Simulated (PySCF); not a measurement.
# H3N: the cost of one run

The runs use PySCF 2.14.0; levels as typed in each script, gas phase, geometry from GFN2-xTB.

## 1. The system as given

4 atoms, charge 0, spin multiplicity 1.

Bond lengths: N1–H2 1.013 Å, N1–H3 1.013 Å, N1–H4 1.013 Å. Angles: H2–N1–H3 107.7°, H2–N1–H4 107.7°, H3–N1–H4 107.6°.

As a file:

| atom | x (Å) | y (Å) | z (Å) |
| --- | --- | --- | --- |
| N1 | 0.0000 | 0.0000 | 0.1100 |
| H2 | 0.8717 | -0.3620 | -0.2568 |
| H3 | -0.7495 | -0.5738 | -0.2567 |
| H4 | -0.1223 | 0.9360 | -0.2567 |

## 2. Density, bond paths and surface potential (B3LYP/6-311+g**)

Contents of input.py:

```python
import numpy as np
from pyscf import gto, scf, dft
from pyscf.scf import atom_ks, atom_hf
from scipy.linalg import block_diag

def solve(mol, dm0=None, hcore=None):
    mf = (dft.UKS if mol.spin else dft.RKS)(mol, xc='b3lyp')
    mf.grids.level = 3
    mf = mf.density_fit(auxbasis='def2-universal-jkfit')
    mf.conv_tol, mf.max_cycle = 1e-8, 80
    if hcore is not None:
        mf.get_hcore = lambda *args: hcore
    mf.kernel(dm0)
    if not mf.converged:
        mf = mf.newton().run(mf.mo_coeff, mf.mo_occ, max_cycle=30)
    assert mf.converged, 'SCF not converged'
    return mf

mol = gto.M(atom='''
N      0.00002    -0.00002     0.11002
H      0.87174    -0.36201    -0.25676
H     -0.74953    -0.57379    -0.25671
H     -0.12233     0.93596    -0.25667
''', basis='6-311+g**', charge=0, spin=0, verbose=4)
mf = solve(mol)
mf.analyze()
# spherically averaged free atoms, for the promolecule
atm = atom_ks.get_atm_nrks(mol, xc='b3lyp')
pro = block_diag(*[(atm[a[0]][2] * atm[a[0]][3]) @ atm[a[0]][2].T for a in mol._atom])
np.savez('result.npz', e=mf.e_tot, c=mf.mo_coeff, occ=mf.mo_occ, eps=mf.mo_energy, pro=pro, dip=mf.dip_moment(verbose=0), s2=mf.spin_square()[0])
```

The run is started by

```
$ OMP_NUM_THREADS=1 python input.py
```

Q: Estimate wall time and peak memory on 1 thread of Intel Xeon Platinum 8259CL at 2.50GHz (Skylake/Cascade Lake), shared host.

About 4.1 s, with a peak of 0.18 GiB.
